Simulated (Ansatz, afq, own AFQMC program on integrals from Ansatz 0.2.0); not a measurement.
Integrals from Ansatz 0.2.0, then the random walk in our own AFQMC program (afq).

```yaml
crystal:
  periodic: [false, false, false]
  atoms:
    - {symbol: Si, position_ang: [0.000000, 0.002100, 0.674269]}
    - {symbol: C, position_ang: [0.000000, -0.002717, -1.524725]}
    - {symbol: H, position_ang: [0.000000, 1.397425, 1.185086]}
    - {symbol: H, position_ang: [-1.199047, -0.704575, 1.207204]}
    - {symbol: H, position_ang: [1.199047, -0.704575, 1.207204]}
    - {symbol: H, position_ang: [0.000000, 0.907046, -2.115631]}
    - {symbol: H, position_ang: [0.000000, -0.921463, -2.103119]}
basis:
  gaussian: {orbitals: 6-31G}
magnetization: {spin_polarized: true, initial_magnetization: 1}
correlation: {method: ccsd_t, electrons: outside_noble_gas, hamiltonian_folder: ham}
```

```sh
$ ansatz run in.yaml --threads 1 --pin off --events-out ev --progress --plain --max-ram 1382MiB
```

Options of the walk:

```
--method free --trial mp1 --walkers 100 --time-step 0.05 --max-blocks 120 --target-error 0.00086 --factor-cut 1e-05 --seed 5852 --times 0,0.05,0.1,0.15 --taylor-order 10
```

Times are imaginary, in 1/Eh. The walk had a cap of 90 s.

```
orbitals 26  electrons 7 6  factors 187 of 427
reference energy -329.55596162 Eh
CCSD correlation -0.16602592 Eh in 11 cycles, weight of the determinant in the CISD state 0.8979
repeat  energy at the last time / Eh  error
    10  -329.723016  0.000796
    20  -329.723069  0.000483
    30  -329.722872  0.000357
time / (1/Eh)  energy / Eh  error  mean overlap
  0.00  -329.722052  0.000380  1.0784
  0.05  -329.722406  0.000358  1.0779
  0.10  -329.722808  0.000329  1.0774
  0.15  -329.722895  0.000346  1.0811
energy -329.722895 +/- 0.000346 Eh
```

The run passed its tests (error under three times the target), which doesn't prove that it has relaxed.

Against this walk (error 9.4 meV) on the same determinant: CCSD(T) 53.9 meV lower, CCSDT(Q) 79.0 meV lower. The error is statistical, and a free projection of finite length keeps a remainder of its start.

A setting was made bad on purpose (projection too short), so the walk's energy isn't to be trusted.

Cautions: remainder of the start not in the error; the time-step error isn't removed.

CCSDT and higher add their correlation energy to the determinant of the CCSD(T) run, since their own runs factorise the integrals more tightly (a shift of under 2 meV). A walk keeps the symmetry of its determinant, which the program's search chose and which needn't be the lowest solution, so a lower state of the same spin and another symmetry isn't excluded.
